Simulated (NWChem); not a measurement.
System: CS; SMILES [C-]#[S+]

Here is an NWChem input.

```
start job
memory heap 200 mb stack 900 mb global 1100 mb
geometry units angstroms noautosym nocenter noautoz
  C      0.000000     0.000000    -1.110357
  S      0.000000     0.000000     0.418932
end
basis spherical
  * library def2-svp
end
dft
  xc pbe0
  iterations 150
end
tddft
  nroots 6
  notriplet
end
task tddft energy
```

Excerpt of the output:

```
             Northwest Computational Chemistry Package (NWChem) 7.3.0
             --------------------------------------------------------

                             Geometry "geometry" -> ""
                             -------------------------

 Output coordinates in angstroms (scale by  1.889725989 to convert to a.u.)

  No.       Tag          Charge          X              Y              Z
 ---- ---------------- ---------- -------------- -------------- --------------
    1 C                    6.0000     0.00000000     0.00000000    -1.11035700
    2 S                   16.0000     0.00000000     0.00000000     0.41893200

 Effective nuclear repulsion energy (a.u.)      33.2187153010

                                 NWChem DFT Module
                                 -----------------

 Summary of "ao basis" -> "ao basis" (spherical)
 ------------------------------------------------------------------------------
       Tag                 Description            Shells   Functions and Types
 ---------------- ------------------------------  ------  ---------------------
 C                          def2-svp                 6       14   3s2p1d
 S                          def2-svp                 8       18   4s3p1d

            General Information
            -------------------
          SCF calculation type: DFT
          Wavefunction type:  closed shell.
          No. of atoms     :     2
          No. of electrons :    22
           Alpha electrons :    11
            Beta electrons :    11
          Charge           :     0
          Spin multiplicity:     1
          Use of symmetry is: off; symmetry adaption is: off
          Maximum number of iterations: 150
          AO basis - number of functions:    32
                     number of shells:    14
          Convergence on energy requested:  1.00D-06
          Convergence on density requested:  1.00D-05
          Convergence on gradient requested:  5.00D-04

              XC Information
              --------------
                         PBE0 Method XC Functional
                     Hartree-Fock (Exact) Exchange  0.250
          PerdewBurkeErnzerhof Exchange Functional  0.750
            Perdew 1991 LDA Correlation Functional  1.000 local
           PerdewBurkeErnz. Correlation Functional  1.000 non-local

             Grid Information
             ----------------
          Grid used for XC integration:  medium
          Radial quadrature: Mura-Knowles
          Angular quadrature: Lebedev.
          Tag              B.-S. Rad. Rad. Pts. Rad. Cut. Ang. Pts.
          ---              ---------- --------- --------- ---------
          C                   0.70       49           7.0       434
          S                   1.00       88           7.0       590
          Grid pruning is: on
          Number of quadrature shells:   137
          Spatial weights used:  Erf1

      Superposition of Atomic Density Guess
      -------------------------------------

 Sum of atomic energies:        -434.97212898

      Non-variational initial energy
      ------------------------------

 Total energy =    -435.307565
 1-e energy   =    -665.576875
 2-e energy   =     197.050595
 HOMO         =      -0.300104
 LUMO         =      -0.024469

   convergence    iter        energy       DeltaE   RMS-Dens  Diis-err
 ---------------- ----- ----------------- --------- --------- ---------
 d= 0,ls=0.0,diis     1   -435.8455100086 -4.69D+02  1.67D-02  1.60D-01
 d= 0,ls=0.0,diis     2   -435.8183361444  2.72D-02  1.63D-02  3.20D-01
 d= 0,ls=0.0,diis     3   -435.8563341136 -3.80D-02  6.23D-03  5.58D-02
 d= 0,ls=0.0,diis     4   -435.8648996154 -8.57D-03  7.54D-04  6.88D-04
 d= 0,ls=0.0,diis     5   -435.8649937931 -9.42D-05  1.06D-04  1.59D-05
  Resetting Diis
 d= 0,ls=0.0,diis     6   -435.8649964707 -2.68D-06  1.95D-05  2.54D-07
 d= 0,ls=0.0,diis     7   -435.8649965123 -4.17D-08  1.29D-05  2.54D-08
 d= 0,ls=0.0,diis     8   -435.8649964924  1.99D-08  8.77D-06  1.56D-07

         Total DFT energy =     -435.864996492370
      One electron energy =     -665.862745083414
           Coulomb energy =      227.553560935741
    Exchange-Corr. energy =      -30.774527645710
 Nuclear repulsion energy =       33.218715301013

 Numeric. integr. density =       22.000001016874

                       DFT Final Molecular Orbital Analysis
                       ------------------------------------

[...]

                                NWChem TDDFT Module
                                -------------------

            General Information
            -------------------
           No. of orbitals :      64
            Alpha orbitals :      32
             Beta orbitals :      32
        Alpha frozen cores :       0
         Beta frozen cores :       0
     Alpha frozen virtuals :       0
      Beta frozen virtuals :       0
         Spin multiplicity :       1
    Number of AO functions :      32
        Use of symmetry is : off
      Symmetry adaption is : off
         Schwarz screening :  0.10D-07

              XC Information
              --------------
                  PBE0 Method XC Functional
              Hartree-Fock (Exact) Exchange   0.25
   PerdewBurkeErnzerhof Exchange Functional   0.75
     Perdew 1991 LDA Correlation Functional   1.00 local
    PerdewBurkeErnz. Correlation Functional   1.00 non-local

             TDDFT Information
             -----------------
          Calculation type : TDDFT
         Wavefunction type : Restricted singlets
          No. of electrons :      22
           Alpha electrons :      11
            Beta electrons :      11
              No. of roots :       6
          Max subspacesize :    5200
            Max iterations :     100
               Target root :       1
           Target symmetry : none
      Symmetry restriction : off
                 Algorithm : Optimal
        Davidson threshold :  0.10D-03

    6 smallest eigenvalue differences (eV)
--------------------------------------------------------
  No. Spin  Occ  Vir  Irrep   E(Occ)    E(Vir)   E(Diff)
--------------------------------------------------------
    1    1   11   12 a        -0.323    -0.079     6.657
    2    1   11   13 a        -0.323    -0.079     6.657
    3    1   10   12 a        -0.372    -0.079     7.995
    4    1   10   13 a        -0.372    -0.079     7.995
    5    1    9   12 a        -0.372    -0.079     7.995
    6    1    9   13 a        -0.372    -0.079     7.995
--------------------------------------------------------

  Entering Davidson iterations
  Restricted singlet excited states

  Iter   NTrls   NConv    DeltaV     DeltaE      Time
  ----  ------  ------  ---------  ---------  ---------
    1      6       0     0.43E+00   0.10+100        0.5
    2     18       0     0.98E-01   0.93E-01        0.6
    3     30       1     0.23E-01   0.35E-02        0.6
    4     40       3     0.56E-02   0.22E-03        0.6
    5     46       5     0.17E-02   0.11E-04        0.4
    6     48       5     0.31E-03   0.47E-06        0.3
    7     50       6     0.71E-04   0.22E-07        0.3
  ----  ------  ------  ---------  ---------  ---------
  Convergence criterion met

  Ground state a        -435.864996492370 a.u.

  ----------------------------------------------------------------------------
  Root   1 singlet a              0.180994916 a.u.                4.9251 eV
  ----------------------------------------------------------------------------
     Transition Moments    X  0.21791   Y -0.22921   Z  0.00000
     Dipole Oscillator Strength                    0.0120689045
     Electric Quadrupole                           0.0000001348
     Magnetic Dipole                               0.0000048354
     Total Oscillator Strength                     0.0120738747

     Occ.    7  a   ---  Virt.   12  a    0.05318 X
     Occ.    8  a   ---  Virt.   12  a   -0.06108 X
     Occ.   11  a   ---  Virt.   12  a   -1.00127 X
     Occ.   11  a   ---  Virt.   12  a    0.09305 Y
  ----------------------------------------------------------------------------
  Root   2 singlet a              0.180994918 a.u.                4.9251 eV
  ----------------------------------------------------------------------------
     Transition Moments    X -0.22921   Y -0.21791   Z  0.00000
     Dipole Oscillator Strength                    0.0120689042
     Electric Quadrupole                           0.0000001348
     Magnetic Dipole                               0.0000048354
     Total Oscillator Strength                     0.0120738744

     Occ.    7  a   ---  Virt.   13  a   -0.05318 X
     Occ.    8  a   ---  Virt.   13  a    0.06108 X
     Occ.   11  a   ---  Virt.   13  a    1.00127 X
     Occ.   11  a   ---  Virt.   13  a   -0.09305 Y
  ----------------------------------------------------------------------------
  Root   3 singlet a              0.206038168 a.u.                5.6066 eV
  ----------------------------------------------------------------------------
     Transition Moments    X -0.00000   Y -0.00000   Z  0.00000
     Dipole Oscillator Strength                    0.0000000000
     Electric Quadrupole                           0.0000000000
     Magnetic Dipole                               0.0000000000
     Total Oscillator Strength                     0.0000000000

     Occ.    9  a   ---  Virt.   13  a    0.70752 X
     Occ.   10  a   ---  Virt.   12  a   -0.70752 X
  ----------------------------------------------------------------------------
  Root   4 singlet a              0.220878537 a.u.                6.0104 eV
  ----------------------------------------------------------------------------
     Transition Moments    X -0.00000   Y -0.00000   Z  0.00000
     Dipole Oscillator Strength                    0.0000000000
     Electric Quadrupole                           0.0000000020
     Magnetic Dipole                               0.0000000000
     Total Oscillator Strength                     0.0000000020

[...]
```

Level: PBE0/def2-SVP, full TDDFT. Coordinates come from a PBE0-D3(BJ)/def2-TZVP optimisation.
